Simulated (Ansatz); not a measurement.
**SiH2F (quartet): from Hartree-Fock to the top rungs, def2-TZVPP**

The task here is to estimate one member of a computed series from the others.

The runs use Ansatz 0.2.0, Gaussian basis; def2-TZVPP, core rule «outside noble gas», up to 6 orbitals frozen.

To be run: UHF; ROHF; CCSD(T) on UHF.

2 further runs of the same task are left out: 2 set aside as unsound or not needed.

### The geometry

The geometry is a PBE0/def2-TZVP stationary point (not a proven minimum) of the parent state, kept for this charge and spin.

4 atoms, charge 0, spin multiplicity 4.

Atoms are counted from 1 here; the program's logs count them from 0.

Bond lengths: Si1–F2 1.599 Å, Si1–H3 1.463 Å, Si1–H4 1.463 Å. Angles: F2–Si1–H3 115.4°, F2–Si1–H4 115.4°, H3–Si1–H4 129.1°.

Set-up of the first run:

in.yaml

```yaml
crystal:
  periodic: [false, false, false]
  atoms:
    - {symbol: Si, position_ang: [0.000000, 0.000000, 0.593067]}
    - {symbol: F, position_ang: [0.000000, 0.000000, -1.006354]}
    - {symbol: H, position_ang: [0.000000, 1.321394, 1.221565]}
    - {symbol: H, position_ang: [0.000000, -1.321394, 1.221565]}
basis:
  gaussian: {orbitals: def2-TZVPP}
magnetization: {spin_polarized: true, initial_magnetization: 3}
hamiltonian: {xc: hf}
output: {orbitals: {seedname: orbitals}}
```

Run with:

```console
ansatz run in.yaml --threads 1 --pin off --events-out ev --progress --plain --max-ram 3968MiB --backend cpu
```

Steps of the session up to this table: UHF; ROHF; CCSD(T) on UHF.

One of the session's tables, all rows but one given; the rest of the session is left out.

It belongs to the step «Misses and costs». 

| method | from UCCSD(T) (kcal/mol) |
| --- | --- |
| ROHF | ? |
| UHF | +239.58 |
| UMP2 | +20.66 |
| UCCSD | +8.20 |
| UCCSD(T) | 0 |

**Question.** Estimate the row for ROHF.

The run gave: from UCCSD(T) (kcal/mol): +243.92. In the column «from UCCSD(T) (kcal/mol)» it is the highest.
